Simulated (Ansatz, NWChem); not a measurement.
# Heat of formation of C3H6O2 (methyl acetate) from total energies

The species is C3H6O2 (11 atoms), meant as a singlet with charge 0. As SMILES, `COC(C)=O`. The coordinates come from a PBE0-D4/def2-TZVP relaxation. This is one conformer, not always the lowest.

Total energies at MP3/6-31G* (spherical functions), 5 core orbitals frozen (NWChem 7.3.0); the atoms run unrestricted:

```
species    state  energy (Eh)
 C3H6O2  singlet  -267.583936
      C  triplet   -37.744857
      O  triplet   -74.891394
      H  doublet    -0.498233
```

Harmonic wavenumbers at PBE0-D4/def2-TZVP, in cm⁻¹: 42, 136, 182, 286, 427, 615, 654, 878, 996, 1064, 1101, 1177, 1211, 1293, 1394, 1461, 1468, 1472, 1478, 1493, 1836, 3066, 3074, 3143, 3144, 3177, 3190.

Measured heats of formation of the gaseous atoms at 298.15 K, in kJ/mol: C 716.9, O 249.2, H 218.0. Spin-orbit lowering of the atoms at 298 K (mean of the ground term's levels less their thermal mean, from spectra), in kJ/mol: C 0.02, O 0.40. Take 1 Eh = 2625.50 kJ/mol, 1 cm⁻¹ = 0.0119627 kJ/mol, RT = 2.479 kJ/mol.

Question: What heat of formation follows?

Answer: 
1. Electronic atomisation energy: 3 × (-37.744857) + 2 × (-74.891394) + 6 × (-0.498233) − (-267.583936) = 1.577179 Eh = 4140.9 kJ/mol.
2. Zero-point energy: half the sum of the wavenumbers, 19729 cm⁻¹ = 236.0 kJ/mol.
3. Thermal vibrational enthalpy, Σ hcν̃/(exp(hcν̃/kT) − 1): 8.8 kJ/mol. Translation, rotation and pV of a non-linear molecule: 4 RT = 9.9 kJ/mol.
4. The 11 free atoms carry 5/2 RT each: 68.2 kJ/mol.
5. Spin-orbit coupling lowers the free atoms by 3 × 0.02 + 2 × 0.40 = 0.9 kJ/mol.
6. Atomisation enthalpy at 298 K: 4140.9 − 0.9 − 236.0 − 8.8 − 9.9 + 68.2 = 3953.5 kJ/mol.
7. Sum of the atoms' heats of formation: 3957.1 kJ/mol. Heat of formation: 3957.1 − 3953.5 = +3.6 kJ/mol.

The tabulated value is -413.3 kJ/mol (CRC Handbook of Chemistry and Physics), so this level is off by +416.9 kJ/mol, or 9.5 % of the atomisation enthalpy. Perturbation theory converges slowly with the basis for atomisation. A double-zeta basis underbinds. Anharmonicity and any spin-orbit splitting of the molecule are left out, and so is core correlation.
